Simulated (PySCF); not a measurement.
**MgH₂: BP86 against PBE0**

Base calculation in PySCF with density fitting and no spin–orbit coupling, BP86/def2-TZVP (no relativity): singlet, D∞h, Mg–H 1.714 Å (×2); wavenumbers 438 (×2), 1563, 1595 cm⁻¹; gap between the highest occupied and lowest empty levels 4.96 eV, polar-tensor charge of Mg 0.89 e, atomisation energy (no zero-point energy) 446 kJ/mol.

Q: What changes on going to PBE0/def2-TZVP (no relativity)?

A: The point group stays the same. Changes: mean bond to Mg -0.008 Å, highest wavenumber +41 cm⁻¹, lowest wavenumber +14 cm⁻¹, gap between the highest occupied and lowest empty levels +1.72 eV, polar-tensor charge of Mg +0.03 e, atomisation energy (no zero-point energy) -26 kJ/mol. The new structure has Mg–H 1.706 Å (×2), with wavenumbers 452 (×2), 1606, 1636 cm⁻¹.

The structures come from searches over a few start shapes, so lower isomers are not excluded.
